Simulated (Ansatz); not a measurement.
**C4H5F: a ladder of functionals and wavefunction methods**

An exercise on one series of results from a longer session: the logs are not shown, and one member is left open.

Method: functionals in def2-TZVPP, the program's frozen cores in correlated methods; program: Ansatz 0.2.0, Gaussian basis.

The runs, in order: LDA (SPW92), PBE-D4, revPBE-D4, BLYP-D4, r2SCAN-D4, B97M-V, PBE0-D4, B3LYP-D4, r2SCANh-D4, r2SCAN0-D4, HSE06-D4, BHLYP-D4, CAM-B3LYP-D4, LC-ωPBE, ωB97X-V, ωB97M-V, B2PLYP, PBE-QIDH; CCSD(T)/def2-SVP; CCSD(T)/def2-TZVPP; MP2/def2-QZVPP; extrapolation to the limit; RPA on PBE.

## The relaxed structure

An earlier PBE0-D4 in a triple-zeta def2 set relaxation fixed the geometry.

SMILES `C=CC(=C)F`, 10 atoms, charge 0, spin multiplicity 1.

Atoms are counted from 1 here; the program's logs count them from 0.

Bond lengths: C1–C2 1.330 Å, C1–H6 1.083 Å, C1–H7 1.083 Å, C2–C3 1.448 Å, C2–H8 1.085 Å, C3–C4 1.328 Å, C3–F5 1.342 Å, C4–H9 1.081 Å, C4–H10 1.081 Å. Angles: C2–C1–H6 121.0°, C2–C1–H7 121.3°, H6–C1–H7 117.7°, C1–C2–C3 124.2°, C1–C2–H8 120.8°, C3–C2–H8 115.0°, C2–C3–C4 126.3°, C2–C3–F5 114.4°, C4–C3–F5 119.3°, C3–C4–H9 121.2°, C3–C4–H10 119.6°, H9–C4–H10 119.2°.

The first run:

in.yaml

```yaml
crystal:
  periodic: [false, false, false]
  atoms:
    - {symbol: C, position_ang: [-1.447511, -0.655131, -0.905222]}
    - {symbol: C, position_ang: [-0.641107, -0.356347, 0.109252]}
    - {symbol: C, position_ang: [0.630242, 0.322771, -0.033113]}
    - {symbol: C, position_ang: [1.465576, 0.640533, 0.948772]}
    - {symbol: F, position_ang: [0.950524, 0.640592, -1.297464]}
    - {symbol: H, position_ang: [-2.387916, -1.164806, -0.738480]}
    - {symbol: H, position_ang: [-1.188060, -0.398202, -1.924862]}
    - {symbol: H, position_ang: [-0.909447, -0.617725, 1.127548]}
    - {symbol: H, position_ang: [2.397872, 1.150018, 0.748055]}
    - {symbol: H, position_ang: [1.212825, 0.387197, 1.968413]}
basis:
  gaussian: {orbitals: def2-TZVPP}
hamiltonian: {xc: lda}
output: {orbitals: {seedname: orbitals}}
```

Started as:

```console
$ ansatz run in.yaml --threads 4 --pin off --events-out ev --progress --plain --max-ram 10444MiB
```

Steps of the session up to this table: LDA; PBE-D4 (GGA); revPBE-D4 (GGA); BLYP-D4 (GGA); r2SCAN-D4 (meta-GGA); B97M-V (meta-GGA); B3LYP-D4 (hybrid); r2SCANh-D4 (hybrid); r2SCAN0-D4 (hybrid); HSE06-D4 (hybrid); BHLYP-D4 (hybrid); CAM-B3LYP-D4 (range-separated); LC-ωPBE (range-separated); ωB97X-V (range-separated); ωB97M-V (range-separated); B2PLYP (double hybrid); PBE-QIDH (double hybrid).

One table of the session follows, with a row left open; its other results are not shown here.

It belongs to the step «Orbital energies across the functionals». 

| functional | HOMO (eV) | gap (eV) |
| --- | --- | --- |
| LDA (SPW92) | -6.18 | 3.93 |
| PBE-D4 | -5.97 | 3.96 |
| revPBE-D4 | ? | ? |
| BLYP-D4 | -5.81 | 3.94 |
| r2SCAN-D4 | -6.14 | 4.29 |
| B97M-V | -6.13 | 4.36 |
| PBE0-D4 | -7.01 | 5.93 |
| B3LYP-D4 | -6.80 | 5.51 |
| r2SCANh-D4 | -6.54 | 5.02 |
| r2SCAN0-D4 | -7.13 | 6.13 |
| HSE06-D4 | -6.62 | 5.15 |
| BHLYP-D4 | -7.89 | 7.87 |
| CAM-B3LYP-D4 | -8.27 | 8.28 |
| LC-ωPBE | -9.60 | 10.73 |
| ωB97X-V | -9.21 | 10.29 |
| ωB97M-V | -9.12 | 10.11 |

**Question.** Estimate the row for revPBE-D4.

As computed: HOMO (eV): -5.89; gap (eV): 3.97. In the column «HOMO (eV)» it lies between PBE-D4 (-5.97) and BLYP-D4 (-5.81).
